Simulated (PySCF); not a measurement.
Fill in the blanks.

Species: C2H5OS (charge -1).
Cartesian coordinates in Å at the GFN2-xTB level; atoms count from 1:
```xyz
9
C2H5OS angstrom
O     -1.243    0.041    0.984
C     -0.630    0.408   -0.218
C      0.697   -0.340   -0.393
S      1.563   -0.386    1.196
H     -0.439   -0.180    1.545
H     -0.432    1.496   -0.221
H     -1.322    0.185   -1.045
H      0.505   -1.372   -0.718
H      1.315    0.154   -1.154
```

```csv
property,level,value
point group of the GFN2-xTB geometry,GFN2-xTB,?
"rotational constants A, B, C of the GFN2-xTB geometry",GFN2-xTB,?
HOMO energy,PBE0/pcSseg-1,0.11 eV
LUMO energy,PBE0/pcSseg-1,5.99 eV
13C chemical shifts (computed TMS as zero) by class,GIAO PBE0/pcSseg-1,"64.5 (C2), 41.3 (C3) ppm"
1H chemical shifts (computed TMS as zero) by class,GIAO PBE0/pcSseg-1,?
"isotropic shieldings of nuclei other than C and H, by class",GIAO PBE0/pcSseg-1,"297 (O1), 752 (S4) ppm"
```

The electronic properties come from PySCF, for the isolated species, density fitting. One conformer (not necessarily the lowest) at the GFN2-xTB geometry, without solvent or vibrations. NMR classes are plain means over equivalent atoms (diastereotopic ones count apart unless rotation or inversion swaps them), as if these changed places fast; in this geometry the members of some classes differ. The HOMO energy is positive, so at this level the finite basis confines the outermost electrons. No diffuse functions stand in pcSseg-1, which bears on an anion's orbital energies.

Question: What are the 1H chemical shifts (computed TMS as zero) by class?

Answer: 7.47 (H5), 3.01 (H6/H7), 2.93 (H8/H9) ppm.

Question: Give the rotational constants A, B, C of the GFN2-xTB geometry.

Answer: 11.898, 4.141, 3.286 GHz.

Question: What is the point group of the GFN2-xTB geometry?

Answer: C1.

With B = h/(8π²I), that is 505.379 GHz u Å² over I, the principal moments of inertia are 42.5, 122.0 and 153.8 u Å² (most abundant isotopes); the inertial defect Ic − Ia − Ib is -10.7 u Å² (zero for a rigid planar frame, negative otherwise). The rotational constants make it an asymmetric top with κ = (2B − A − C)/(A − C) = -0.80, nearer the prolate limit (−1).
